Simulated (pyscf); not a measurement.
Thermochemistry of product channels of H₃C–CH₂–SiH₃ + H• on the doublet surface, in eV, from ωB97M-D3(BJ)/def2-TZVP energies (ideal gas, 1 atm, RRHO with modes under 100 cm⁻¹ raised to 100, one conformer, R ln 2 for chiral ones without a mode under 150 cm⁻¹). Single points on ωB97X-D3(BJ)/def2-SVP structures (PySCF, gas phase).

```tsv
products	ΔE	ΔH(298 K)	ΔG(600 K)	ΔG(900 K)
•H₂C–CH₃ + SiH₄	-0.33	-0.31	-0.60	-0.72
H₃C–CH•–SiH₃ + H₂	-0.20	-0.27	-0.47	-0.58
CH₄ + H₃C–SiH₂•	-1.29	-1.12	-1.37	-1.46
H₃C–CH₃ + SiH₃•	-0.82	-0.67	-0.85	-0.90
H₃C–CH₂–SiH₂• + H₂	[?]	-0.43	-0.55	[?]
```

### Question
What belongs in the gaps?

### Answer

- H₃C–CH₂–SiH₂• + H₂, ΔE: -0.46
- H₃C–CH₂–SiH₂• + H₂, ΔG(900 K): -0.61

These are energies of the channels, which say nothing of barriers. H₃C–CH₂–SiH₃ lies 0.56 eV over its isomer H₃C–SiH₂–CH₃ (electronic energy, ωB97M-D3(BJ)/def2-TZVP). H₃C–CH•–SiH₃ lies 0.77 eV over its isomer H₃C–SiH•–CH₃ (electronic energy, ωB97M-D3(BJ)/def2-TZVP).
